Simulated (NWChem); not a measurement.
**One shape, several levels: C3H4F2 (SMILES FC1(F)CC1)**

Aim: a comparison of 3 runs (HF/STO-3G, HF/3-21G, B3LYP/6-31G*) of C3H4F2. 

The calculation is run with NWChem 7.3.0.

**1. The molecule**

The species is C3H4F2 (9 atoms), meant as a singlet with charge 0. As SMILES, `FC1(F)CC1`. Geometry: relaxed at PBE0-D4/def2-TZVP.

Bond lengths: F1–C2 1.343 Å, C2–F3 1.343 Å, C2–C4 1.469 Å, C2–C5 1.469 Å, C4–C5 1.536 Å, C4–H6 1.082 Å, C4–H7 1.082 Å, C5–H8 1.082 Å, C5–H9 1.082 Å. Some angles: F1–C2–F3 109.3°, F1–C2–C4 119.5°, F1–C2–C5 119.5°, F3–C2–C4 119.5°, F3–C2–C5 119.5°, C4–C2–C5 63.1°, C2–C4–C5 58.5°, C2–C5–C4 58.5°, C2–C4–H6 117.6°, C2–C4–H7 117.6°.

**2. Energy and gradient at HF/STO-3G (run 1)**

The input, c3h4f2.nw:

```
start c3h4f2
title "C3H4F2 hf"
memory stack 880 mb heap 220 mb global 1100 mb

geometry units angstrom noautosym nocenter noautoz
 F        1.653500      -0.826400       0.516900
 C        0.571500      -0.513600      -0.214600
 F        0.598200      -1.204400      -1.366000
 C        0.068600       0.866300      -0.209800
 C       -0.712600      -0.275800       0.457400
 H        0.564000       1.577900       0.437800
 H       -0.320000       1.261000      -1.139500
 H       -1.609500      -0.624100      -0.038100
 H       -0.725300      -0.307300       1.539100
end

basis spherical bse
 * library STO-3G
end

scf
 singlet
 rhf
 thresh 1e-08
 maxiter 80
end

task scf gradient
```

Launch:

```sh
$ nwchem c3h4f2.nw > c3h4f2.out
```

The program printed:

```text
[...]
  functions       =    29
[...]
  wavefunction    = RHF
[...]
         Total SCF energy =   -310.574583446832
      One-electron energy =   -798.783762596670
      Two-electron energy =    303.247881951444
 Nuclear repulsion energy =    184.961297198395
        Time for solution =      1.9s
[...]
                         RHF ENERGY GRADIENTS
    atom               coordinates                        gradient
                 x          y          z           x          y          z
   1 F       3.124662  -1.561670   0.976799   -0.027847   0.007392  -0.019955
   2 C       1.079978  -0.970563  -0.405535   -0.020457   0.018503   0.007731
   3 F       1.130434  -2.275986  -2.581366    0.000360   0.017499   0.030372
   4 C       0.129635   1.637070  -0.396465    0.022228  -0.020982  -0.008243
   5 C      -1.346619  -0.521186   0.864361    0.022992  -0.019880  -0.008890
   6 H       1.065805   2.981799   0.827322    0.001851  -0.000365   0.002205
   7 H      -0.604712   2.382944  -2.153343   -0.000763  -0.001323  -0.002462
   8 H      -3.041514  -1.179378  -0.071999   -0.000507  -0.000900  -0.002729
   9 H      -1.370618  -0.580713   2.908477    0.002143   0.000056   0.001971
[...]
```

Run time: 3.3 s. Hardware: 1 thread of Intel Xeon Platinum 8375C at 2.90GHz (Ice Lake), shared host; peak memory 0.1 GiB.

**3. Energy and gradient at HF/3-21G (run 2)**

The input, c3h4f2.nw:

```
start c3h4f2
title "C3H4F2"
memory total 2200 mb

geometry noautosym nocenter noautoz
  F     1.653500   -0.826400    0.516900
  C     0.571500   -0.513600   -0.214600
  F     0.598200   -1.204400   -1.366000
  C     0.068600    0.866300   -0.209800
  C    -0.712600   -0.275800    0.457400
  H     0.564000    1.577900    0.437800
  H    -0.320000    1.261000   -1.139500
  H    -1.609500   -0.624100   -0.038100
  H    -0.725300   -0.307300    1.539100
end

basis spherical bse
  F library 3-21G
  C library 3-21G
  H library 3-21G
end

scf
  thresh 1e-08
  maxiter 80
  print low
end

task scf gradient
```

Launch:

```sh
$ nwchem c3h4f2.nw > c3h4f2.out
```

The program printed:

```text
[...]
  functions       =    53
[...]
  wavefunction    = RHF
[...]
         Total SCF energy =   -313.044396998087
      One-electron energy =   -799.062327237937
      Two-electron energy =    301.056633041455
 Nuclear repulsion energy =    184.961297198395
        Time for solution =      2.2s
[...]
                         RHF ENERGY GRADIENTS
    atom               coordinates                        gradient
                 x          y          z           x          y          z
   1 F       3.124662  -1.561670   0.976799   -0.012035   0.002960  -0.009026
   2 C       1.079978  -0.970563  -0.405535    0.010338  -0.009374  -0.003929
   3 F       1.130434  -2.275986  -2.581366    0.000529   0.007463   0.013388
   4 C       0.129635   1.637070  -0.396465   -0.003202  -0.014538   0.004718
   5 C      -1.346619  -0.521186   0.864361    0.011560   0.007034  -0.007888
   6 H       1.065805   2.981799   0.827322    0.004140   0.006456   0.004801
   7 H      -0.604712   2.382944  -2.153343   -0.002819   0.003943  -0.007619
   8 H      -3.041514  -1.179378  -0.071999   -0.007750  -0.003227  -0.003444
   9 H      -1.370618  -0.580713   2.908477   -0.000761  -0.000717   0.009000
 Task  times  cpu:        2.6s     wall:        2.6s
[...]
```

It took 3.3 s on 1 thread of Intel Xeon Platinum 8375C at 2.90GHz (Ice Lake), shared host; peak memory 0.1 GiB.

**4. Energy and forces at B3LYP/6-31G(d) (Cartesian functions) (run 3)**

The input, c3h4f2.nw:

```
start c3h4f2
title "C3H4F2"
memory stack 880 mb heap 220 mb global 1100 mb
geometry units angstrom noautosym nocenter noautoz
   F        1.653500      -0.826400       0.516900
   C        0.571500      -0.513600      -0.214600
   F        0.598200      -1.204400      -1.366000
   C        0.068600       0.866300      -0.209800
   C       -0.712600      -0.275800       0.457400
   H        0.564000       1.577900       0.437800
   H       -0.320000       1.261000      -1.139500
   H       -1.609500      -0.624100      -0.038100
   H       -0.725300      -0.307300       1.539100
end
basis
   * library 6-31G*
end
dft
   xc b3lyp
   grid xfine
   convergence energy 1e-08
   iterations 100
   mulliken
   noprint "final vectors analysis"
end
task dft gradient
```

Launch:

```sh
$ nwchem c3h4f2.nw > c3h4f2.out
```

The program printed:

```text
[...]
          Wavefunction type:  closed shell.
          No. of atoms     :     9
          No. of electrons :    40
[...]
          Charge           :     0
          Spin multiplicity:     1
[...]
          AO basis - number of functions:    83
[...]
              XC Information
              --------------
                         B3LYP Method XC Potential
                     Hartree-Fock (Exact) Exchange  0.200
                        Slater Exchange Functional  0.800 local
                    Becke 1988 Exchange Functional  0.720 non-local
              Lee-Yang-Parr Correlation Functional  0.810
                  VWN I RPA Correlation Functional  0.190 local
[...]
 d= 0,ls=0.0,diis     1   -316.2507475580 -5.01D+02  1.56D-02  1.07D+00     6.8
[...]
 d= 0,ls=0.0,diis     8   -316.3599231704  6.14D-09  6.77D-06  6.47D-07    43.8
         Total DFT energy =     -316.359923170443
      One electron energy =     -802.166107356803
           Coulomb energy =      339.603213166737
    Exchange-Corr. energy =      -38.758326178773
 Nuclear repulsion energy =      184.961297198395
[...]
      Total Density - Mulliken Population Analysis
     ---------------------------------------------
    Atom       Charge   Shell Charges
 -----------   ------   -------------------------------------------------------
    1 F    9     9.27   1.99  0.95  3.32  0.96  1.99  0.06
    2 C    6     5.39   1.99  0.70  1.96  0.26  0.39  0.09
    3 F    9     9.27   1.99  0.95  3.32  0.96  1.99  0.06
    4 C    6     6.39   1.99  0.68  2.15  0.61  0.93  0.03
    5 C    6     6.39   1.99  0.68  2.15  0.61  0.93  0.03
    6 H    1     0.82   0.53  0.30
    7 H    1     0.82   0.53  0.30
    8 H    1     0.82   0.53  0.30
    9 H    1     0.82   0.53  0.30
[...]
  wavefunction    = closed shell
                         DFT ENERGY GRADIENTS
    atom               coordinates                        gradient
                 x          y          z           x          y          z
   1 F       3.124662  -1.561670   0.976799   -0.008654   0.001867  -0.006936
   2 C       1.079978  -0.970563  -0.405535   -0.001169   0.001046   0.000432
   3 F       1.130434  -2.275986  -2.581366    0.000794   0.005253   0.009916
   4 C       0.129635   1.637070  -0.396465   -0.000248  -0.006914   0.001529
   5 C      -1.346619  -0.521186   0.864361    0.005812   0.001931  -0.003641
   6 H       1.065805   2.981799   0.827322   -0.000779  -0.002321  -0.001018
   7 H      -0.604712   2.382944  -2.153343    0.000816  -0.001765   0.001828
   8 H      -3.041514  -1.179378  -0.071999    0.002498   0.000730   0.000355
   9 H      -1.370618  -0.580713   2.908477    0.000929   0.000173  -0.002464
[...]
```

Wall time 52 s (1 thread of Intel Xeon Platinum 8375C at 2.90GHz (Ice Lake), shared host); peak memory 0.15 GiB.

**5. All runs side by side**

```
run                               level  Cartesian functions  iteration cap  energy (Eh)  dipole moment (D)  largest force (eV/Å)  wall time
  1                           HF/STO-3G                   no             80  -310.574583               1.33                 1.803      3.3 s
  2                            HF/3-21G                   no             80  -313.044397                  –                 0.805      3.3 s
  3  B3LYP/6-31G* (Cartesian functions)                  yes            100  -316.359923               1.90                 0.578       52 s
```

**6. Outcome**

| quantity | value |
| --- | --- |
| run 3: total energy | -316.35992 Eh |
| run 3: dipole moment | 1.90 D |
| run 3: largest force on an atom | 0.578 eV/Å |

In words: In run 1 the basis is minimal, so the values are rough. All runs together took 59 s, the longest 52 s.
